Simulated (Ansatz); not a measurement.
**H₃MgNS: a ladder of functionals and wavefunction methods**

An exercise on one series of results from a longer session: the logs are not shown, and one member is left open.

Computed with Ansatz 0.2.0, Gaussian basis. Level: functionals in def2-TZVPP, the program's frozen cores in correlated methods.

Plan: LDA (SPW92), PBE-D4, revPBE-D4, BLYP-D4, r2SCAN-D4, B97M-V, PBE0-D4, B3LYP-D4, r2SCANh-D4, r2SCAN0-D4, HSE06-D4, BHLYP-D4, CAM-B3LYP-D4, LC-ωPBE, ωB97X-V, ωB97M-V, B2PLYP, PBE-QIDH; CCSD(T)/def2-SVP; CCSD(T)/def2-TZVPP; MP2/def2-QZVPP; extrapolation to the limit; RPA on PBE.

### The relaxed structure

All runs share one geometry, relaxed beforehand with PBE0-D4 in a triple-zeta def2 set.

SMILES `[NH2][Mg][SH]`, 6 atoms, charge 0, spin multiplicity 1.

Atoms are counted from 1 here; the program's logs count them from 0.

Bond lengths: N1–Mg2 1.879 Å, N1–H4 1.009 Å, N1–H5 1.009 Å, Mg2–S3 2.290 Å, S3–H6 1.345 Å. Angles: Mg2–N1–H4 126.4°, Mg2–N1–H5 126.4°, H4–N1–H5 107.3°, N1–Mg2–S3 179.2°, Mg2–S3–H6 92.8°.

Set-up of the first run:

File in.yaml:

```yaml
crystal:
  periodic: [false, false, false]
  atoms:
    - {symbol: N, position_ang: [-1.031810, 0.193615, -1.115534]}
    - {symbol: Mg, position_ang: [0.046809, -0.000548, 0.410918]}
    - {symbol: S, position_ang: [1.337681, -0.230542, 2.288584]}
    - {symbol: H, position_ang: [-1.178540, 1.042636, -1.640326]}
    - {symbol: H, position_ang: [-1.568292, -0.532780, -1.565326]}
    - {symbol: H, position_ang: [2.436152, -0.536382, 1.575483]}
basis:
  gaussian: {orbitals: def2-TZVPP}
hamiltonian: {xc: lda}
output: {orbitals: {seedname: orbitals}}
```

Among the steps run: LDA; PBE-D4 (GGA); revPBE-D4 (GGA); BLYP-D4 (GGA); r2SCAN-D4 (meta-GGA); B97M-V (meta-GGA); PBE0-D4 (hybrid); B3LYP-D4 (hybrid); r2SCANh-D4 (hybrid); r2SCAN0-D4 (hybrid); HSE06-D4 (hybrid); BHLYP-D4 (hybrid); CAM-B3LYP-D4 (range-separated); LC-ωPBE-D4 (range-separated; the results give it without D4); ωB97X-V (range-separated); ωB97M-V (range-separated); B2PLYP (double hybrid); PBE-QIDH (double hybrid).

One table of the session follows, with a row left open; its other results are not shown here.

It belongs to the step «Orbital energies across the functionals». 

```
  functional  HOMO (eV)  gap (eV)
 LDA (SPW92)      -5.37      3.36
      PBE-D4      -5.17      3.36
   revPBE-D4      -5.09      3.40
     BLYP-D4      -5.05      3.27
   r2SCAN-D4      -5.43      4.07
      B97M-V          ?         ?
     PBE0-D4      -6.52      5.41
    B3LYP-D4      -6.29      4.90
  r2SCANh-D4      -5.94      4.79
  r2SCAN0-D4      -6.71      5.86
    HSE06-D4      -6.11      4.64
    BHLYP-D4      -7.80      7.25
CAM-B3LYP-D4      -8.00      7.62
     LC-ωPBE      -9.44     10.16
     ωB97X-V      -9.03      9.58
     ωB97M-V      -8.94      9.13
```

Estimate the missing values for B97M-V.

**Answer.** HOMO (eV): -5.43; gap (eV): 3.67.
